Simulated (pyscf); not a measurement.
Thermochemistry of product channels of chloromethane (H₃C–Cl) + difluorocarbene (F–C:–F) [singlet] on the singlet surface, in eV, from CCSD(T)/def2-TZVPP + ΔMP2(QZVPP) energies (ideal gas, 1 atm, RRHO with modes under 100 cm⁻¹ raised to 100, one conformer, R ln 2 for rigid chiral ones). Structures and frequencies: ωB97X-D3(BJ)/def2-SVP in PySCF. MP2 and CC: frozen core, UHF for open shells. ΔMP2 is the change of the MP2 total energy from the triple- to the quadruple-zeta basis.

```csv
products,ΔE,ΔH(298 K),ΔG(600 K),ΔG(900 K)
methylene (CH₂) [singlet] + F–CH(F)–Cl,+2.39,+2.28,+2.30,+2.29
F–CH(F)–CH₂–Cl,-2.57,-2.41,-1.40,-0.91
```

These are energies of the channels, which say nothing of barriers. F–CH(F)–CH₂–Cl lies 0.25 eV over its isomer H₃C–C(F)(F)–Cl, and others may lie lower still (electronic energy, ωB97M-D3(BJ)). CH₂ [singlet] is an excited spin state, 0.39 eV over the triplet at ωB97X-D3(BJ). A restricted singlet here is unstable towards spin polarisation, as is usual where a triplet lies low; its energy is less safe. The CCSD(T) − MP2 part came from Ansatz, without density fitting, on the same reference.
